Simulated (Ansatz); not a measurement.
# H₃NO: basis-set convergence

One table from this session's results is given with a row withheld; the runs are named, their logs left out.

Method: one geometry, several basis sets; program: Ansatz 0.2.0, Gaussian basis.

Plan: PBE0-D4/def2-SVP; ωB97M-V/def2-SVP; PBE0-D4/def2-QZVPP; ωB97M-V/def2-QZVPP; CCSD(T)/cc-pV(D+d)Z; CCSD(T)/cc-pV(T+d)Z; CCSD(T)/cc-pV(Q+d)Z; the functionals' def2-TZVPP values are taken from earlier runs.

### Structure used throughout

The geometry comes from an earlier relaxation with PBE0-D4 in a triple-zeta def2 set; it is a stationary point.

SMILES `NO`, 5 atoms, charge 0, spin multiplicity 1.

Atoms are counted from 1 here; the program's logs count them from 0.

Bond lengths: N1–O2 1.423 Å, N1–H3 1.016 Å, N1–H4 1.016 Å, O2–H5 0.960 Å. Angles: O2–N1–H3 104.5°, O2–N1–H4 104.5°, H3–N1–H4 106.0°, N1–O2–H5 102.8°.

Geometry (Å):

```mol
H3NO
  3D, bonds by distance, orders not assigned

  5  4  0  0  0  0  0  0  0  0999 V2000
   -0.1650   -0.3614   -0.3212 N   0  0
    0.3646    0.6658    0.5083 O   0  0
   -0.1629   -1.1901    0.2668 H   0  0
   -1.1414   -0.1097   -0.4464 H   0  0
    1.1047    0.9954   -0.0076 H   0  0
  1  2  8  0
  1  3  8  0
  1  4  8  0
  2  5  8  0
M  END
```

Set-up of the first run:

File in.yaml:

```yaml
crystal:
  periodic: [false, false, false]
  atoms:
    - {symbol: N, position_ang: [-0.164982, -0.361406, -0.321157]}
    - {symbol: O, position_ang: [0.364648, 0.665760, 0.508275]}
    - {symbol: H, position_ang: [-0.162923, -1.190111, 0.266817]}
    - {symbol: H, position_ang: [-1.141418, -0.109681, -0.446369]}
    - {symbol: H, position_ang: [1.104676, 0.995428, -0.007557]}
basis:
  gaussian: {orbitals: def2-SVP}
hamiltonian: {xc: pbe0, dispersion: d4}
output: {orbitals: {seedname: orbitals}}
```

Started as:

```bash
$ ansatz run in.yaml --threads 2 --pin off --events-out ev --progress --plain --max-ram 32768MiB --backend cpu
```

Among the steps run: PBE0-D4 in def2-SVP; ωB97M-V in def2-SVP; PBE0-D4 in def2-QZVPP; ωB97M-V in def2-QZVPP.

One of the session's tables, all rows but one given; the rest of the session is left out.

It belongs to the step «Functionals by basis». 

```
functional       basis  HOMO (eV)  LUMO (eV)
   PBE0-D4    def2-SVP      -7.07       2.10
   PBE0-D4  def2-TZVPP      -7.45       1.19
   PBE0-D4  def2-QZVPP      -7.53       0.82
   ωB97M-V    def2-SVP          ?          ?
   ωB97M-V  def2-TZVPP      -9.94       2.53
   ωB97M-V  def2-QZVPP     -10.02       2.03
```

**Question.** Estimate the row for ωB97M-V, def2-SVP.

**Answer.** HOMO (eV): -9.54; LUMO (eV): 3.71. In the column «HOMO (eV)» it lies between ωB97M-V, def2-TZVPP (-9.94) and PBE0-D4, def2-QZVPP (-7.53).
